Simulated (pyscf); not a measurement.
Optimised with ωB97X-D3(BJ)/def2-SVP in PySCF. Correlated levels are frozen-core, on RHF or UHF. ΔMP2 is the change of the MP2 total energy from the triple- to the quadruple-zeta basis.

Task: Estimate the classical barrier height and the reaction energy of `[CH2]=[CH][Cl]` -> `[CH]#[CH]` + `[ClH]` at CCSD(T)/def2-TZVPP + ΔMP2(QZVPP). The step runs on the singlet surface, breaks C–Cl, C–H and forms Cl–H; take the reactant's lowest minimum found as zero.

Result: ΔE‡ = 329.9 kJ/mol, ΔE = +129.8 kJ/mol. Zero-point energy shifts the barrier by -24.9 kJ/mol. It is an elimination, with an imaginary mode of 1849i cm⁻¹. This is the saddle that the search found; another between the same sides may lie lower. The CCSD(T) − MP2 part came from Ansatz, without density fitting, on the same reference.
